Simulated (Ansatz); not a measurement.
# CH₄OSi (SMILES C[SiH]=O): one structure at several levels

Program: Ansatz 0.2.0, Gaussian basis. Level of theory: single points in def2-TZVPP. These are calculated values, not measurements.

Correlated methods freeze the cores.

### Step 1. Where the work starts

SMILES `C[SiH]=O`, 7 atoms, charge 0, spin multiplicity 1.

Atoms are counted from 1 here; the program's logs count them from 0.

Bond lengths: C1–Si2 1.800 Å, C1–H4 1.112 Å, C1–H5 1.118 Å, C1–H6 1.104 Å, Si2–O3 1.546 Å, Si2–H7 1.508 Å. Angles: Si2–C1–H4 112.0°, Si2–C1–H5 104.7°, Si2–C1–H6 113.6°, H4–C1–H5 109.6°, H4–C1–H6 109.4°, H5–C1–H6 107.3°, C1–Si2–O3 126.9°, C1–Si2–H7 114.4°, O3–Si2–H7 118.0°.

Geometry (Å):

```tsv
atom	x (Å)	y (Å)	z (Å)
C1	-0.6390	0.4100	-0.1934
Si2	0.8357	-0.5405	0.2094
O3	1.3940	-1.7588	-0.5622
H4	-0.5251	0.9709	-1.1470
H5	-1.4486	-0.3540	-0.3013
H6	-0.9492	1.1051	0.6062
H7	1.4365	-0.2176	1.5540
```

### Step 2. PBE-D4/def2-TZVPP

File run/in.yaml:

```yaml
crystal:
  periodic: [false, false, false]
  atoms:
    - {symbol: C, position_ang: [-0.639044, 0.410028, -0.193361]}
    - {symbol: Si, position_ang: [0.835730, -0.540503, 0.209353]}
    - {symbol: O, position_ang: [1.394020, -1.758766, -0.562204]}
    - {symbol: H, position_ang: [-0.525097, 0.970920, -1.146959]}
    - {symbol: H, position_ang: [-1.448553, -0.354010, -0.301251]}
    - {symbol: H, position_ang: [-0.949231, 1.105106, 0.606168]}
    - {symbol: H, position_ang: [1.436479, -0.217597, 1.553965]}
basis:
  gaussian: {orbitals: def2-TZVPP}
hamiltonian: {xc: pbe, dispersion: d4}
output: {forces: true}
```

Run with:

```console
> ansatz run in.yaml --threads 2 --pin off --events-out ev --progress --plain --max-ram 3481MiB
```

What time and memory should one allow on 2 threads of Arm Neoverse V2, shared host?

About 1.3 s, with a peak of 0.14 GiB.
